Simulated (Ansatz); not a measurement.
Reaction (SMILES): C=C=O → [CH]=C=O + H atom
B3LYP-D3(BJ)/def2-TZVP geometries, fixed; electronic energies without zero-point terms.

Basis-set convergence of the bond dissociation energy at B2PLYP with Ansatz (an electronic-structure program). Cartesian d functions, on some or all atoms, in 6-31G*, 6-31+G*; all else is spherical. Cores are frozen. Open shells are unrestricted. No added dispersion term, no relativity. Functions are those of the species that has most. Reference: the value in aug-pcseg-3, 111.21 kcal/mol, itself unsure by roughly 0.07 kcal/mol (its mean distance from aug-cc-pVQZ, cc-pV5Z, def2-QZVPPD). Deviations are taken from unrounded values.

| basis | functions | bond dissociation energy (kcal/mol) |
|---|---|---|
| 6-31G* | 49 | 108.26 |
| 6-31+G* | 61 | 108.33 |
| cc-pVDZ | 52 | 108.48 |
| aug-cc-pVDZ | 87 | 109.09 |
| def2-SVP | 52 | 109.92 |
| def2-SVPD | 79 | 110.22 |
| pcseg-1 | 52 | 109.75 |
| aug-pcseg-1 | 87 | 109.64 |
| 6-311G** | 66 | 109.93 |
| 6-311+G** | 78 | 109.95 |
| def2-TZVP | 105 | 110.11 |
| def2-TZVPD | 132 | 110.09 |
| cc-pVTZ | 118 | 110.72 |
| aug-cc-pVTZ | 184 | 110.83 |
| pcseg-2 | 118 | 111.02 |
| aug-pcseg-2 | 184 | 110.93 |
| def2-TZVPP | 121 | 110.86 |
| def2-TZVPPD | 148 | 110.80 |
| cc-pVQZ | 225 | 111.11 |
| aug-cc-pVQZ | 332 | 111.14 |
| def2-QZVPP | 231 | 111.12 |
| def2-QZVPPD | 258 | 111.10 |
| pcseg-3 | 246 | 111.21 |
| aug-pcseg-3 | 353 | 111.21 |

What the diffuse functions change, pair by pair:
- 6-31G* to 6-31+G*: 12 more functions, deviation -2.95 to -2.88 kcal/mol
- cc-pVDZ to aug-cc-pVDZ: 35 more functions, deviation -2.73 to -2.12 kcal/mol
- def2-SVP to def2-SVPD: 27 more functions, deviation -1.29 to -0.99 kcal/mol
- pcseg-1 to aug-pcseg-1: 35 more functions, deviation -1.46 to -1.57 kcal/mol
- 6-311G** to 6-311+G**: 12 more functions, deviation -1.28 to -1.26 kcal/mol
- def2-TZVP to def2-TZVPD: 27 more functions, deviation -1.09 to -1.12 kcal/mol
- cc-pVTZ to aug-cc-pVTZ: 66 more functions, deviation -0.48 to -0.38 kcal/mol
- pcseg-2 to aug-pcseg-2: 66 more functions, deviation -0.19 to -0.28 kcal/mol
- def2-TZVPP to def2-TZVPPD: 27 more functions, deviation -0.34 to -0.41 kcal/mol
- cc-pVQZ to aug-cc-pVQZ: 107 more functions, deviation -0.10 to -0.07 kcal/mol
- def2-QZVPP to def2-QZVPPD: 27 more functions, deviation -0.09 to -0.11 kcal/mol
- pcseg-3 to aug-pcseg-3: 107 more functions, deviation 0.00 to 0.00 kcal/mol

Leaving out the reference's own pair, they bring the value nearer the reference by more than 0.07 kcal/mol in 4 of 11 pairs.
